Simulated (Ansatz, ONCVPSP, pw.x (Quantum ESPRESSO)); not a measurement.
## From atom to crystal: ONCV potential for tungsten

| Item | Value |
| --- | --- |
| Element | tungsten |
| Generator | ONCVPSP 4.0.1.1 (patched build) |
| Type | optimised norm-conserving Vanderbilt (ONCV) |
| Functional | PBE |
| Relativity | scalar-relativistic |
| Frozen core | [Kr] 4d10 4f14 |
| Valence charge | 14 |
| Reference configuration | 5s2 5p6 5d4 6s2 |
| Partial waves | 5s+6s: rc 1.90 bohr, ncon 4, nbas 8, qcut 7.7 1/bohr, 3 projectors, debl 0.3 Ha; 5p: rc 1.85 bohr, ncon 4, nbas 8, qcut 8 1/bohr, 2 projectors, debl 0.6 Ha; 5d: rc 2.85 bohr, ncon 4, nbas 9, qcut 6.6 1/bohr, 1 projector |
| Local potential | polynomial inside 1.50 bohr (lpopt 5, dvloc0 0 Ha) |
| Core correction | none |

In the p channel the program set the typed energies aside and used -1.588, 0.250 Ha.

Crystal test: bcc W in pw.x 7.5, no spin, 14³ k-points, Fermi–Dirac smearing 0.01 Ry, cutoffs 55/220 Ry. The reference is all-electron LAPW (Ansatz 0.2.0) with the same functional, mesh and smearing; V0 and B0 come from Birch–Murnaghan fits to the pressures at five volumes. Errors are pseudo minus all-electron; Δ is the rms difference of the E(V) curves that follow from these fits, minima aligned, over ±6 % about the mean V0. Mesh and smearing are coarse, so the numbers serve the comparison and aren't converged zero-temperature values; the lattice is a test structure that the element need not adopt.

All-electron: a0 = 3.184 Å (V0 = 16.15 Å³/atom), B0 = 300.6 GPa.

**Question.** How far does the potential miss the all-electron equation of state?

**Answer.** mean pressure error (GPa): -2.65; a0 (Å): 3.175; a0 error (%): -0.29; B0 error (%): -0.1; Δ (meV/atom): 9.4. The largest radius (2.85 bohr) exceeds half the bond length (2.60 bohr), so the spheres overlap, which is one possible source of error among others.

| V (Å³/atom) | P all-electron (GPa) | P pseudo (GPa) |
| --- | --- | --- |
| 15.323 | 17.51 | 14.26 |
| 15.727 | 8.35 | 5.44 |
| 16.130 | 0.30 | -2.31 |
| 16.533 | -6.79 | -9.14 |
| 16.936 | -13.02 | -15.14 |

**Question.** At the middle volume, how do free energy and pressure move when the wave cutoff is lowered (ecutrho kept at four times it)?

**Answer.**

```json
{"cutoff (Ry)": "25", "shift of F (meV/atom)": "+1292.2", "shift of P (GPa)": "-36.12"}
{"cutoff (Ry)": "33", "shift of F (meV/atom)": "+321.3", "shift of P (GPa)": "-12.60"}
{"cutoff (Ry)": "44", "shift of F (meV/atom)": "+29.4", "shift of P (GPa)": "-2.09"}
```

The run at the middle volume (104 k-points, 8 iterations) took about 12 s on one core of a shared host (Neoverse-V1, 32 threads, 126 GiB, load 14).
